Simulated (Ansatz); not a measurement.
# CH₃OSi−: functionals against CCSD(T) at one geometry

A test off equilibrium: a structure displaced at random from a GFN2-xTB minimum is computed at several levels, and each is set against CCSD(T).

Method: single points in def2-TZVPPD; program: Ansatz 0.2.0, Gaussian basis.

Cores are frozen in the correlated methods. B3LYP uses VWN-RPA correlation.

### 1 The starting structure

SMILES `[CH-]1O[SiH2]1`, 6 atoms, charge -1, spin multiplicity 1.

Atoms are counted from 1 here; the program's logs count them from 0.

Bond lengths: C1–O2 1.428 Å, C1–Si3 1.826 Å, C1–H4 0.996 Å, O2–Si3 1.626 Å, Si3–H5 1.600 Å, Si3–H6 1.609 Å. Angles: O2–C1–Si3 58.5°, O2–C1–H4 124.8°, Si3–C1–H4 116.2°, C1–O2–Si3 73.1°, C1–Si3–O2 48.4°, C1–Si3–H5 126.5°, C1–Si3–H6 124.7°, O2–Si3–H5 111.8°, O2–Si3–H6 115.1°, H5–Si3–H6 108.9°.

Geometry (Å):

```
C    -1.0739   -0.8029    0.0014
O     0.3069   -1.1654    0.0312
Si    0.2349    0.4434    0.2589
H    -1.6176   -0.7036   -0.8266
H     1.0266    1.2403   -0.8810
H     0.7422    0.9531    1.6979
```

### 2 CCSD(T)/def2-TZVPPD

Contents of run/in.yaml:

```yaml
crystal:
  periodic: [false, false, false]
  atoms:
    - {symbol: C, position_ang: [-1.073900, -0.802900, 0.001400]}
    - {symbol: O, position_ang: [0.306900, -1.165400, 0.031200]}
    - {symbol: Si, position_ang: [0.234900, 0.443400, 0.258900]}
    - {symbol: H, position_ang: [-1.617600, -0.703600, -0.826600]}
    - {symbol: H, position_ang: [1.026600, 1.240300, -0.881000]}
    - {symbol: H, position_ang: [0.742200, 0.953100, 1.697900]}
basis:
  gaussian: {orbitals: "def2-TZVPPD.json"}
total_charge: -1
correlation: {method: ccsd_t}
output: {forces: true}
```

The basis file named in the input lies beside it (Basis Set Exchange, JSON).

The command line of these runs was not kept.

### 3 PBE0-D4/def2-TZVPPD

Edit run/in.yaml of step 2 so:

```diff
@@ -12,3 +12,3 @@
 total_charge: -1
-correlation: {method: ccsd_t}
-output: {forces: true}
+hamiltonian: {xc: pbe0, dispersion: d4}
+output: {forces: true, orbitals: {seedname: orbitals}}
```

### 4 wB97M-V/def2-TZVPPD

Edit run/in.yaml of step 3 so:

```diff
@@ -12,3 +12,3 @@
 total_charge: -1
-hamiltonian: {xc: pbe0, dispersion: d4}
-output: {forces: true, orbitals: {seedname: orbitals}}
+hamiltonian: {xc: {name: wB97M-V}}
+output: {forces: true}
```

### 5 r2SCAN-D4/def2-TZVPPD

Edit run/in.yaml of step 4 so:

```diff
@@ -12,3 +12,3 @@
 total_charge: -1
-hamiltonian: {xc: {name: wB97M-V}}
+hamiltonian: {xc: r2scan, dispersion: d4}
 output: {forces: true}
```

### 6 PBE-D4/def2-TZVPPD

Edit run/in.yaml of step 5 so:

```diff
@@ -12,3 +12,3 @@
 total_charge: -1
-hamiltonian: {xc: r2scan, dispersion: d4}
+hamiltonian: {xc: pbe, dispersion: d4}
 output: {forces: true}
```

### 7 CAM-B3LYP-D4/def2-TZVPPD

Edit run/in.yaml of step 6 so:

```diff
@@ -12,3 +12,3 @@
 total_charge: -1
-hamiltonian: {xc: pbe, dispersion: d4}
+hamiltonian: {xc: {name: CAM-B3LYP}, dispersion: d4}
 output: {forces: true}
```

### 8 B3LYP-D4/def2-TZVPPD

Edit run/in.yaml of step 7 so:

```diff
@@ -12,3 +12,3 @@
 total_charge: -1
-hamiltonian: {xc: {name: CAM-B3LYP}, dispersion: d4}
+hamiltonian: {xc: {name: B3LYP}, dispersion: d4}
 output: {forces: true}
```

(Steps that only read results are left out.)

**Question.** What will these runs give? Wanted: RMS force component; RMS force error; HOMO and LUMO, PBE0-D4; T1 diagnostic.

As calculated:

| quantity | value |
| --- | --- |
| RMS force component | 2.034 to 2.220 eV/Å over the methods |
| RMS force error | PBE0-D4 0.279, wB97M-V 0.200, r2SCAN-D4 0.167, PBE-D4 0.202, CAM-B3LYP-D4 0.287, B3LYP-D4 0.151 eV/Å |
| HOMO and LUMO, PBE0-D4 | 1.06 and 4.03 eV |
| T1 diagnostic | 0.022 |

In words: The forces of B3LYP-D4 come nearest to CCSD(T), those of CAM-B3LYP-D4 are farthest. Frozen-core CCSD(T) forces in triple zeta carry basis errors of their own, and this is one geometry, so small gaps rank nothing. The restricted Hartree–Fock reference is unstable towards an unrestricted one at one or more of these structures.
